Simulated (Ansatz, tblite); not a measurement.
Voigt–Reuss–Hill shear modulus (GPa) of solids drawn from the class of alkali halides, at two levels: GFN1-xTB tight binding with its D3(BJ) term, in tblite, supercell at the zone centre, Fermi filling at 1000 K (free energies), no spin polarisation (tblite), and r²SCAN in Ansatz (PAW).

```
solid           GFN1-xTB  r²SCAN  shift (%)
--------------  --------  ------  ---------
rock-salt LiF       14.0    57.7       +312
rock-salt KCl       6.51    10.4        +60
rock-salt KBr       4.20    8.66       +106
rock-salt NaF       8.21    35.4       +331
rock-salt LiCl      25.4    23.9       -5.9
rock-salt NaI       11.2    10.1       -9.8
rock-salt NaCl      10.2    17.1        +68
rock-salt KF        34.1    18.1        -47
rock-salt KI        5.02    6.63        +32
```

The shifts run from -47 % to +331 %, with a median of +60 %.

Over all 9 rows r²SCAN is the larger in 6.

Spin–orbit coupling is left out, also for the solids with elements from indium on (rock-salt NaI, rock-salt KI); its size isn't shown.

Each level is taken at its own relaxed cell. Caveats: the method was fitted mainly to molecules (GFN1-xTB: rock-salt LiF, rock-salt KCl, rock-salt KBr, rock-salt NaF, rock-salt LiCl, rock-salt NaI and 3 more); the relaxed volume lies over a fifth from the starting cell (GFN1-xTB: rock-salt KCl); the run uses a supercell at the zone centre in place of a k mesh (GFN1-xTB: rock-salt LiF, rock-salt KCl, rock-salt KBr, rock-salt NaF, rock-salt LiCl, rock-salt NaI and 3 more). Ansatz's density-functional and Hartree–Fock values are scalar-relativistic unless marked +SOC, with PAW data made under PBE.

Ansatz is an electronic-structure program.
